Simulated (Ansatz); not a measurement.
in.yaml

```yaml
crystal:
  periodic: [false, false, false]
  atoms:
    - {symbol: Si, position_ang: [0.002706, 0.065203, -0.068937]}
    - {symbol: H, position_ang: [0.002706, -1.227944, -0.813669]}
    - {symbol: H, position_ang: [0.358517, -0.256666, 1.216436]}
    - {symbol: H, position_ang: [-0.436615, -0.332209, 1.518117]}
basis:
  gaussian: {orbitals: cc-pVDZ}
total_charge: 1
magnetization: {spin_polarized: true, initial_magnetization: 2}
hamiltonian: {xc: hf}
output: {orbitals: {seedname: orbitals}}
```

```sh
$ ansatz run in.yaml --threads 1 --pin off --events-out ev --progress --plain --max-ram 2393MiB
```

Task: Roughly how long does this take on 1 thread of AMD EPYC 7B13, shared host, and how much host memory?

Result: 1.4 s wall and 0.08 GiB.

```
313 factors; integrals over basis functions are off by at most 1.2e-3 eV
mean field evaluation 1: about -7896.5191 eV, gradient 7.5e0 eV
mean field evaluation 2: about -7896.5223 eV, gradient 7.5e0 eV
mean field evaluation 4: about -7897.2698 eV, gradient 7.1e-1 eV
mean field evaluation 8: about -7897.2862 eV, gradient 2.2e-3 eV
mean field -7897.28615359 eV, -290.2199131715 hartree, gradient 1.3e-5 eV, S^2 2.005488; 0 other end points of the search recorded, 0 dependent functions left out
reference -7897.28615359 eV, -290.2199131715 hartree; 9, 7 occupied and 24, 26 virtual orbitals, 313 factors
Total energy: -7897.28615359 eV, -290.2199131715 hartree
```
